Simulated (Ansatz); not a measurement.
C4H6O can be A, `CC1=C(O)C1`, or B, `C#COCC`.

Gas-phase electronic energies from Ansatz, PBE0-D4/def2-TZVP geometries. CCSD(T)/CBS is the MP2 limit (def2-TZVPP, def2-QZVPP) plus CCSD(T) − MP2 in def2-TZVPP, frozen cores. DFT in def2-TZVPP. B3LYP here is the variant with VWN-RPA as its local correlation; programs differ in this. Each species was taken in one conformer, which may not be the lowest.

A:

Z-matrix (Å, degrees):
```
C
C 1 1.469
H 1 1.095 2 111.0
H 1 1.094 2 111.0 3 -118.8
H 1 1.092 2 111.5 3 120.6
C 2 1.290 1 155.2 3 -120.4
C 2 1.529 1 142.8 3 59.5
O 6 1.332 2 152.9 1 -0.0
H 7 1.094 2 119.6 1 -73.7
H 7 1.094 2 119.6 1 73.8
H 8 0.964 6 108.9 2 -0.0
```

B:

```xyz
11

C     0.462    2.265    1.039
C     0.579    1.482    0.137
O     0.719    0.664   -0.851
C     0.529   -0.732   -0.524
C    -0.907   -1.039   -0.194
H     0.363    2.971    1.826
H     0.864   -1.259   -1.417
H     1.198   -0.979    0.306
H    -1.235   -0.469    0.678
H    -1.559   -0.800   -1.035
H    -1.011   -2.102    0.035
```

(1) Which is lower in electronic energy at CCSD(T)/CBS, and by how much? (Estimate.)

(2) Give E(B) − E(A) in kcal/mol with MP2/def2-TZVPP, ωB97M-V, PBE0-D4, B3LYP, PBE-D4, HF/def2-TZVPP, r2SCAN-D4. (Best estimate.)

Largest T1 diagnostic: 0.012.

Results:

(1) Computed: A, by 0.1 kcal/mol. So small a gap doesn't settle the order.

(2) Computed: MP2/def2-TZVPP 1.5, ωB97M-V 1.5, PBE0-D4 6.5, B3LYP 0.0, PBE-D4 6.2, HF/def2-TZVPP -4.8, r2SCAN-D4 3.6. The order is the other way round with HF/def2-TZVPP.

In def2-TZVPP, CCSD(T) changes the Hartree–Fock value by +4.8 kcal/mol (the triples alone add +0.3 kcal/mol) and MP2 by +6.4 kcal/mol.
